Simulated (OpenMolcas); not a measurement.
**AlClO (SMILES [O]=[Al][Cl]): revPBE/cc-pVTZ (Cholesky decomposition)**

What is the electrostatic solvation energy at fixed shape (PCM, tetrahydrofuran) of AlClO at revPBE/cc-pVTZ (Cholesky decomposition)? 

The calculation is run with OpenMolcas 26.06.

7 further runs of the same task are left out: 1 that didn't finish, 6 set aside as unsound or not needed.

**1. The structure to begin with**

AlClO: 3 atoms, total charge 0, spin state singlet. SMILES: `[O]=[Al][Cl]`. Geometry: a GFN2-xTB relaxation, a rough one for these elements and not checked as a minimum.

Bond lengths: O1–Al2 1.566 Å, Al2–Cl3 2.014 Å. Angles: O1–Al2–Cl3 180.0°.

**2. The energy at revPBE/cc-pVTZ (Cholesky decomposition)**

Input file calc.inp:

```
&GATEWAY
Coord
3
angstrom
O        0.107470       1.694260       0.245960
Al       0.009340       0.147220       0.021380
Cl      -0.116820      -1.841490      -0.267330
Basis=cc-pVTZ
Group=Full
&SEWARD
High
&SCF
KSDFT=revPBE
PrOrbitals=1 2
```

On the command line:

```bash
$ export MOLCAS_MEM=1860
$ pymolcas calc.inp > calc.log
```

The log of the run:

```text
--- Start Module: gateway ---
[...]
--- Stop Module: gateway /rc=_RC_ALL_IS_WELL_ ---
--- Start Module: seward ---
[...]
      Basis functions           98
--- Stop Module: seward /rc=_RC_ALL_IS_WELL_ ---
[...]
--- Start Module: scf ---
[...]
       Convergence after  16 Iterations
[...]
::    Total KS-DFT energy                            -777.8002672299
[...]
      Total spin, S                                     0.0000000000
[...]
      Total electronic charge=   38.000000
      Total            charge=   -0.000000
[...]
      Dipole Moment (debye):
      Origin of the operator (angstrom)=   -0.0271   -0.4275   -0.0621
                   X= -2.2685E-01               Y= -3.5765E+00               Z= -5.1918E-01           Total=  3.6211E+00
      Quadrupole Moment (debye*angstrom):
[...]
--- Stop Module: scf /rc=_RC_ALL_IS_WELL_ ---
[...]
```

Run time: 8.7 s. Hardware: 1 thread of Arm Neoverse V1, shared host.

**3. The energy at revPBE/cc-pVTZ (Cholesky decomposition, PCM tetrahydrofuran)**

Input file calc.input:

```
* AlClO Kohn-Sham DFT
>>> EXPORT MOLCAS_PRINT=2

&GATEWAY
 Coord
 3
 angstrom
 O        0.107470       1.694260       0.245960
 Al       0.009340       0.147220       0.021380
 Cl      -0.116820      -1.841490      -0.267330
 Basis=cc-pVTZ
 Group=Full
 RF-Input
 PCM-Model
 Solvent=tetrahydrofuran
 End of RF-Input

&SEWARD
 High

&SCF
 KSDFT=revPBE
 PrOrbitals=1 2
```

On the command line:

```bash
$ export MOLCAS_MEM=1860
$ pymolcas calc.input > calc.log
```

The log of the run:

```text
--- Start Module: gateway ---
[...]
--- Stop Module: gateway /rc=_RC_ALL_IS_WELL_ ---
--- Start Module: seward ---
[...]
      Basis functions           98
--- Stop Module: seward /rc=_RC_ALL_IS_WELL_ ---
[...]
--- Start Module: scf ---
[...]
       Convergence after  14 Iterations
[...]
::    Total KS-DFT energy                            -777.8478425723
[...]
      Total spin, S                                     0.0000000000
[...]
      Total electronic charge=   38.000000
      Total            charge=   -0.000000
[...]
      Dipole Moment (debye):
      Origin of the operator (angstrom)=   -0.0271   -0.4275   -0.0621
                   X= -2.7940E-01               Y= -4.5862E+00               Z= -6.7075E-01           Total=  4.6434E+00
      Quadrupole Moment (debye*angstrom):
[...]
--- Stop Module: scf /rc=_RC_ALL_IS_WELL_ ---
[...]
```

It took 11 s on 1 thread of Arm Neoverse V1, shared host.

**4. Results**

At revPBE/cc-pVTZ (Cholesky decomposition):

```
                                        quantity          value
                         gas phase: total energy  -777.80027 Eh
                          gas phase: HOMO energy       -6.44 eV
                          gas phase: LUMO energy       -3.08 eV
                        gas phase: HOMO–LUMO gap        3.36 eV
              PCM, tetrahydrofuran: total energy  -777.84784 Eh
               PCM, tetrahydrofuran: HOMO energy       -5.72 eV
               PCM, tetrahydrofuran: LUMO energy       -1.74 eV
             PCM, tetrahydrofuran: HOMO–LUMO gap        3.98 eV
energy change from gas to solvent at fixed shape      -1.295 eV
```

What this shows: The solvent model (PCM, tetrahydrofuran) lowers the energy by 1.29 eV (−30 kcal/mol) at the same shape. It holds the electrostatic part alone, without cavity or dispersion terms.
